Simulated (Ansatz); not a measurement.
Two shapes of singlet SO₃.

Shape 1:

```xyz
4

S    -0.0352    0.0234   -0.0267
O     1.4136   -0.0320    0.0265
O    -0.7472    1.2888   -0.0129
O    -0.7399   -1.2796    0.0340
```

Shape 2:

```xyz
4

S    -0.0395    0.0730   -0.0223
O     1.3916    0.0100    0.0423
O    -0.7224    1.2548   -0.0399
O    -0.6903   -1.2856    0.0334
```

Basis set: STO-3G (spherical functions). Correlated methods keep 8 orbitals frozen. Charge 0, multiplicity 1.

Computed with Ansatz (development build ahead of 0.2.0); each method stands on the lowest determinant of its kind that the runs found.

Q: Which shape is lower in energy, and by how much in each method?

A:

| method | E(2) − E(1) (eV) |
| --- | --- |
| RHF | 1.118 |
| RHF-MP2 | 1.366 |

Shape 1 is lower. Caution: no unrestricted run beside it, a lower state can exist.
